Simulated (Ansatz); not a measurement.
# CH₄AlS+ (SMILES [CH2+][S][AlH2]): single points off equilibrium

An exercise on one series of results from a longer session: the logs are not shown, and one member is left open.

The runs use Ansatz 0.2.0, Gaussian basis; single points in def2-TZVPP.

Correlated methods freeze the cores.

**Where the work starts**

7 atoms, charge 1, spin multiplicity 1.

Atoms are counted from 1 here; the program's logs count them from 0.

Bond lengths: C1–S2 1.649 Å, C1–H4 1.133 Å, C1–H5 1.117 Å, S2–Al3 2.424 Å, Al3–H6 1.607 Å, Al3–H7 1.613 Å. Angles: S2–C1–H4 121.0°, S2–C1–H5 125.0°, H4–C1–H5 113.8°, C1–S2–Al3 103.3°, S2–Al3–H6 110.8°, S2–Al3–H7 97.0°, H6–Al3–H7 151.7°.

Coordinates:

```xyz
7
CH4AlS
C    -1.45008    0.19446   -0.69734
S    -0.10369   -0.57794   -1.25328
Al    1.52927   -0.18338    0.49482
H    -2.37159    0.30072   -1.34709
H    -1.52028    0.73788    0.27614
H     0.82764    0.43043    1.80321
H     2.83672   -0.56628   -0.36912
```

Set-up of the first run:

Input file run/in.yaml:

```yaml
crystal:
  periodic: [false, false, false]
  atoms:
    - {symbol: C, position_ang: [-1.450084, 0.194464, -0.697339]}
    - {symbol: S, position_ang: [-0.103686, -0.577940, -1.253283]}
    - {symbol: Al, position_ang: [1.529267, -0.183385, 0.494815]}
    - {symbol: H, position_ang: [-2.371592, 0.300723, -1.347092]}
    - {symbol: H, position_ang: [-1.520280, 0.737883, 0.276142]}
    - {symbol: H, position_ang: [0.827644, 0.430433, 1.803208]}
    - {symbol: H, position_ang: [2.836718, -0.566278, -0.369118]}
basis:
  gaussian: {orbitals: def2-TZVPP}
total_charge: 1
hamiltonian: {xc: pbe, dispersion: d4}
output: {forces: true}
```

The run is started by

```
ansatz run in.yaml --threads 2 --pin off --events-out ev --progress --plain --max-ram 3481MiB
```

Among the steps run: PBE-D4/def2-TZVPP; r2SCAN-D4/def2-TZVPP; PBE0-D4/def2-TZVPP; wB97M-V/def2-TZVPP; CCSD(T)/def2-TZVPP.

One of the session's tables, all rows but one given; the rest of the session is left out.

```
   method  RMS force component (eV/Å)  angle to CCSD(T) forces (°)
   PBE-D4                           ?                            ?
r2SCAN-D4                       0.544                         12.3
  PBE0-D4                       0.569                         19.5
  wB97M-V                       0.615                         19.0
  CCSD(T)                       0.558                    reference
```

**Question.** Estimate the row for PBE-D4.

As computed: RMS force component (eV/Å): 0.437; angle to CCSD(T) forces (°): 9.8. In the column «RMS force component (eV/Å)» it is the lowest.

Caveats from the session: CCSD(T) in triple zeta still lacks some correlation energy of the bonds, so part of these gaps is its own basis error and they don't rank the functionals.
